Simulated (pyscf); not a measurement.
H₃C–GaH–Cl + hydrogen (H₂) → H₃C–GaH₂ + hydrogen chloride (HCl) (four-centre exchange; singlet surface; Cl–Ga, H–H broken, Ga–H, Cl–H formed). Optimised with ωB97X-D3(BJ)/def2-SVP in PySCF. Energies in kcal/mol from the separated reactants.

| level | barrier | reaction energy |
|---|---|---|
| ωB97X-D3(BJ)/def2-TZVP | 31.0 | +31.0 |
| PBE/def2-TZVP | 24.8 | +28.5 |
| r²SCAN/def2-TZVP | ___ | +30.4 |
| PBE0-D3(BJ)/def2-TZVP | ___ | ___ |
| M06-2X/def2-TZVP | 32.4 | +33.1 |
| HF/def2-TZVP | 43.8 | +28.0 |

Q: Some entries are withheld; supply them.

A: 
- r²SCAN/def2-TZVP, barrier: 26.4
- PBE0-D3(BJ)/def2-TZVP, barrier: 26.5
- PBE0-D3(BJ)/def2-TZVP, reaction energy: +28.9

On the product side the descent ends in a complex, 6.9 kcal/mol under the separated species and 6.9 kcal/mol under the saddle at ωB97X-D3(BJ)/def2-TZVP. At PBE, r²SCAN, PBE0-D3(BJ), M06-2X the saddle lies under the separated products, which points to a path from their complex (located at ωB97X-D3(BJ) alone), and parting the products costs more than the saddle. This is the saddle that the search found; another between the same sides may lie lower. Elements up to Kr have no core potential and no relativistic terms here.
